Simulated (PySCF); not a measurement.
# CuH (CuH): the cost of one run

Computed with PySCF 2.14.0, with density-fitted response routines of our own, on a single molecule in the gas phase. Atoms count from 0, in the outputs and in this text.

1 further run of the same task is left out (it didn't finish).

### 1 Starting geometry

2 atoms, charge 0, multiplicity 1; geometry from: GFN2-xTB. The atoms were then displaced at random by about 0.03 Å, so the start is not that level's minimum.

Bonds of the start (Å): Cu0–H1 1.51.

### 2 Optimising the geometry at PBE0-D3(BJ)/def2-SVP

Job settings and geometry (Å):

```
{"job": {"xc": "PBE0", "basis": "def2-SVP", "d3": "d3bj", "grid": 1, "shake": 0.03, "kind": "geom"}, "charge": 0, "multiplicity": 1}
Cu     0.776820    -0.082450     0.006850
H     -0.727100    -0.005260    -0.029080
```

Command:

```
OMP_NUM_THREADS=1 python probes_run.py task.json out
```

One launch serves the whole session: the jobs run in the order shown.

**Question.** How long does this first job take on 1 thread of Arm Neoverse V1, shared host, and how much memory does it need?

About 1.6 s, with a peak of 0.23 GiB.
